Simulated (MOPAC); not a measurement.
MOPAC input (AM1):

```
AM1 PRECISE GNORM=0.05 LET XYZ UHF MS=0.5 GEO-OK AUX(PRECISION=9) THREADS=1
C2H4Cl

C     0.05642585 1    0.73130304 1   -0.13077437 1
C     1.52312736 1    0.67639230 1    0.04806753 1
Cl   -0.86834479 1   -0.70435064 1    0.04930713 1
H    -0.46096356 1    1.53945918 1   -0.62387398 1
H     1.93775869 1    1.68571894 1    0.03825061 1
H     1.79264150 1    0.19872643 1    0.99385005 1
H     2.01510562 1    0.10388438 1   -0.75020696 1
```

Question: What heat of formation does the run end on?

Answer: 1.35 kcal/mol.
